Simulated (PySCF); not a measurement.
## SF₃⁺: breathing scan

Computed with PySCF, PBE0, basis S def2-TZVP, F def2-TZVP (no relativity, density fitting).

Rigid scan from the singlet minimum (S–F 1.503 Å (×3); F–S–F 99.6° (×3)). Coordinate: all bonds to the central atom scaled together. Energies in kJ/mol from the minimum.

Q: Predict the curve at 0.88, 0.92, 0.96, 1.00, 1.04, 1.08, 1.14, 1.22, 1.35.

A: 
```tsv
scale of all bonds to the centre	E (kJ/mol)	dipole size (D, about the centre of mass)
0.88	339.7	0.57
0.92	131.5	0.96
0.96	28.8	1.33
1.00	0.0	1.67
1.04	22.4	2.00
1.08	79.8	2.30
1.14	206.6	2.68
1.22	413.6	3.09
1.35	765.6	3.51
```

At long bonds a restricted determinant can lie too high, and another spin state can fall below this curve.

Other isomers or separated fragments may lie lower.
